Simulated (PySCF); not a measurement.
# Working out the ionisation energy of Si

Si [Ne] 3s2 3p2 (3P) → Si+ [Ne] 3s2 3p1 (2P). Computed with PySCF 2.14 in ANO-RCC-VTZP (5s4p2d1f, 34 functions), with the spin-free X2C one-electron Hamiltonian (Gaussian nucleus). Frozen: [Ne]. Energies in hartree (1 hartree = 27.21139 eV):

| part | Si (lower) | Si+ (upper) |
| --- | --- | --- |
| UHF | -289.460571 | -289.180235 |
| CCSD correlation | -0.074889 | -0.058850 |
| (T) | -0.002551 | -0.001091 |

Q: What does Hartree-Fock give?

A: (-289.180235) − (-289.460571) = 0.280336 hartree = 7.628 eV.

Q: What do CCSD and CCSD(T) give?

A: The CCSD correlation energies differ by 0.016039 hartree = 0.436 eV and the triples by 0.001460 hartree = 0.040 eV, so CCSD gives 8.064 eV and CCSD(T) 8.104 eV.

Measured between the centres of the two terms (NIST): 8.157 eV, so CCSD(T) (valence) is off by -0.053 eV.

What remains against the reference includes basis incompleteness, the frozen core and higher excitations.
